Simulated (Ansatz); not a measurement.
C3H3F3 can be A, `FCC=C(F)F`, or B, `CC(F)=C(F)F`.

Gas-phase electronic energies from Ansatz, PBE0-D4/def2-TZVP geometries. CCSD(T)/CBS adds triple-zeta CCSD(T) − MP2 to the extrapolated MP2 energy (def2 sets, frozen cores). DFT in def2-TZVPP. One conformer a species, not always the lowest.

(1) Which isomer does CCSD(T)/CBS put lower? Give the gap. (Estimate.)

(2) Give E(B) − E(A) in kcal/mol with CCSD(T)/def2-TZVPP, BLYP-D4, MP2/def2-TZVPP, B2PLYP, PBE-D4, HF/def2-TZVPP, PBE0-D4. (Best estimate.)

(3) Does the order hold for the free energy at 298.15 K (harmonic terms from PBE0-D4)? (Best estimate.)

Largest T1 diagnostic: 0.012.

Results:

(1) Ansatz gave: A, by 2.8 kcal/mol.

(2) Ansatz gave: CCSD(T)/def2-TZVPP 2.9, BLYP-D4 2.2, MP2/def2-TZVPP 3.5, B2PLYP 3.0, PBE-D4 1.6, HF/def2-TZVPP 4.3, PBE0-D4 1.9. None reverses the order clearly.

(3) Computed: Yes: G(B) − G(A) = +2.5 kcal/mol, for one conformer each.

At CCSD(T), def2-SVP lies −1.1 kcal/mol from the extrapolated value and def2-TZVPP +0.1 kcal/mol. Leaving LDA and LC-ωPBE aside and taking each functional with its dispersion term where it has one, the values spread over 1.4 kcal/mol, from PBE-D4 to B2PLYP. LDA lies −1.4 kcal/mol from PBE without D4.
